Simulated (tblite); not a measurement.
Compound: (SiH3)2PH, H₇PSi₂.
Bonds: Si1–P2, P2–Si3. Hydrogens: H4, H5, H6 on Si1; H7 on P2; H8, H9, H10 on Si3.

The geometry is computed with GFN2-xTB (gas phase).

**Question.** Give the optimised bond lengths and angles.

**Answer.** 
```json
{"bond": "Si1–P2, P2–Si3", "length (bohr)": "4.212", "order": "single"}
{"bond": "Si1–H4 and 5 like bonds", "length (bohr)": "2.765", "order": "single"}
{"bond": "P2–H7", "length (bohr)": "2.606", "order": "single"}
```

Bonds in one row agree within 0.02 bohr and their mean is given. Orders are formal, as drawn. A selection of angles:
```json
{"angle": "P2–Si1–H4", "degrees": "106.7"}
{"angle": "P2–Si1–H6", "degrees": "113.4"}
{"angle": "H4–Si1–H5", "degrees": "111.2"}
{"angle": "H4–Si1–H6", "degrees": "109.4"}
{"angle": "Si1–P2–Si3", "degrees": "102.9"}
{"angle": "Si1–P2–H7", "degrees": "95.7"}
```

P2 (three-coordinate phosphorus) is pyramidal (angles 102.9°, 95.7° and 95.6°, sum 294.2°, 0.90 Å off the plane of its three neighbours). Si1 (SiH3 silicon) is distorted tetrahedral (angles from 106.7° to 113.4°).

Point group: Cs (every atom within 0.08 Å of its image). Its GFN2-xTB frequencies are all real (lowest 77 cm⁻¹).
